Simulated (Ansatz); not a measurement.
For hcp Hf, PBE-D4 in Ansatz (PAW) gives:

```
Item                  Result
-------------------  -------
lattice parameter a  3.189 Å
lattice parameter c  5.046 Å
bulk modulus B0      109 GPa
```

Q: What does r²SCAN+SOC in Ansatz (PAW) give for the same quantities?

A: 
- lattice constant a: 3.196 Å (increases by 0.2 %)
- lattice parameter c: 5.042 Å (decreases by 0.1 %)
- bulk modulus: 110 GPa (is nearly the same)

For comparison: lattice constant a 3.194 Å (measured, 293 K, not corrected to a static lattice, our sources range from 3.194 to 3.200; as tabulated in Wikipedia's data pages); lattice parameter c 5.051 Å (measured, 293 K, not corrected to a static lattice; as tabulated in Wikipedia's data pages); bulk modulus 110 GPa (measured, zero-point energy and finite temperature contributions removed; as tabulated in doi:10.1021/acs.jctc.3c00612).

Changes are worked out from the printed values.

Unless a cell is named, each level is at its own relaxed cell (PBE-D4 22.22, r²SCAN+SOC 22.30 Å³/atom).

Levels without +SOC leave out spin–orbit coupling, which shifts energies and cells of such heavy elements.

Ansatz's density-functional and Hartree–Fock values are scalar-relativistic unless marked +SOC, with PAW data made under PBE.

Ansatz is a program for electronic structure.
